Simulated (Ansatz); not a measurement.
This geometry of C$_{2}$H$_{3}$FO (7 atoms, charge 0, multiplicity 1) is a first-order saddle point.

These are results of RKS PBE/def2-SVP (Ansatz), not measurements.

```xyz
7
Properties=species:S:1:pos:R:3
O -0.782 1.133 -0.586
C 0.074 0.450 0.240
C 0.554 -0.778 -0.030
F 0.176 -1.490 -1.102
H -1.701 0.937 -0.323
H 0.446 0.968 1.146
H 1.294 -1.288 0.609
```

Task: Which two structures does it join? (They come from a converged band through this point; their orientation in space is the band's.)

Result: No bond is made or broken. The dihedral H5–O1–C2–C3 goes from 0 to -180°.

Initial state:

```xyz
7
Properties=species:S:1:pos:R:3
O -0.968 1.163 -0.182
C 0.076 0.501 0.377
C 0.504 -0.722 0.007
F -0.138 -1.377 -1.002
H -1.331 0.582 -0.882
H 0.571 1.054 1.189
H 1.348 -1.270 0.447
```

Final state:

```xyz
7
Properties=species:S:1:pos:R:3
O -1.097 0.758 -0.553
C -0.026 0.333 0.176
C 0.570 -0.860 -0.018
F 0.158 -1.736 -0.953
H -1.353 1.641 -0.239
H 0.376 0.992 0.964
H 1.434 -1.195 0.576
```

Task: How far does it lie above each of them?

Result: 0.294 eV above the first and 0.122 eV above the second. This is the barrier of this one path; another mechanism may lie lower.

Time of the run: 58 s on 1 CPU thread of a shared host.
